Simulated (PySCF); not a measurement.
Gas-phase reaction: 2 (CH3)3SiOH + 2 SiH2 = Si + 3 ethylsilane + O2

Energies from PySCF, thermal terms from the rigid-rotor harmonic-oscillator model, ideal gas at 1 bar. † marks an energy on the PBE0/def2-TZVP geometry and frequencies; other levels use their own. CCSD(T) freezes the core. Open shells (unrestricted): Si (multiplicity 3, electronic degeneracy 9), O2 (multiplicity 3); the rest are closed-shell singlets. Spin-orbit splitting is ignored; it lowers the true energy and changes the entropy of Si. B3LYP is the form with VWN-RPA correlation. CCSD(T) isn't extrapolated to the basis-set limit. The harmonic model lacks anharmonicity and excited electronic states, which grow with temperature; levels with a mode under 35 cm⁻¹ are left out. Internal rotation in (CH3)3SiOH, ethylsilane is treated as a harmonic vibration of one conformer, which makes the entropy rough.

```csv
level,"ΔE electronic, kJ","ΔH°(298 K), kJ","ΔS°(298 K), J/K","ΔG°(2500 K), kJ"
B3LYP/def2-TZVP†,716,712,110,492
BLYP/def2-TZVP†,695,691,110,471
CCSD(T)/def2-SVP†,627,623,110,403
M06-2X/def2-TZVP†,790,786,110,566
PBE/def2-SVP,627,623,106,411
PBE0/def2-TZVP,705,701,110,482
r2SCAN/def2-TZVP†,709,705,110,486
LDA/def2-TZVP†,787,783,110,564
```
ΔH° is lowest at PBE/def2-SVP and highest at M06-2X/def2-TZVP†. No reference value is set beside these.
